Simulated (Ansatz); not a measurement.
## BHO2 (SMILES O=BO): the energy, rung by rung

BHO2 has 4 atoms, charge 0, and is taken as a singlet. SMILES: `O=BO`. The coordinates come from a PBE0-D4/def2-TZVP relaxation.

```xyz
4

O    -1.5551    0.5235    0.4285
B    -0.4239    0.1320    0.2486
O     0.8167   -0.3020    0.1086
H     1.1623   -0.3535   -0.7857
```

Quantity: the energy change with the B2–O3 bond stretched from 1.322 to 1.652 Å, in eV. The values are calculated.

```
                       level                    kind  program  value (eV)  less FCI/STO-3G  CPU time (all runs)
   BHLYP/STO-3G (restricted)           global hybrid   Ansatz        1.59            +0.40                1.4 s
    PBE0/STO-3G (restricted)           global hybrid   Ansatz        1.51            +0.32                1.5 s
   HSE06/STO-3G (restricted)  range-separated hybrid   Ansatz        1.51            +0.32                1.9 s
 wB97M-V/STO-3G (restricted)  range-separated hybrid   Ansatz        1.44            +0.25                 25 s
     MP2/STO-3G (restricted)     perturbation theory   Ansatz        1.39            +0.20               0.16 s
    CCSD/STO-3G (restricted)   coupled cluster or CI   Ansatz        1.19             0.00               0.25 s
CCSDT(Q)/STO-3G (restricted)   coupled cluster or CI   Ansatz        1.19             0.00               0.62 s
   CCSDT/STO-3G (restricted)   coupled cluster or CI   Ansatz        1.19             0.00               0.53 s
                  FCI/STO-3G      exact in the basis   Ansatz        1.19             0.00                 18 s
```

FCI/STO-3G is exact within its basis and frozen core, so for wave-function methods in that basis the difference is their error; functionals converge differently with the basis, so for them it is only a difference. The first shape isn't each level's own minimum. The values span 1.19 to 1.59 eV. All rows use very small basis sets, so none should be taken for the real molecule's value. Times are those of the runs behind each value, whatever else they computed, on shared processors of several kinds: orders of magnitude only.
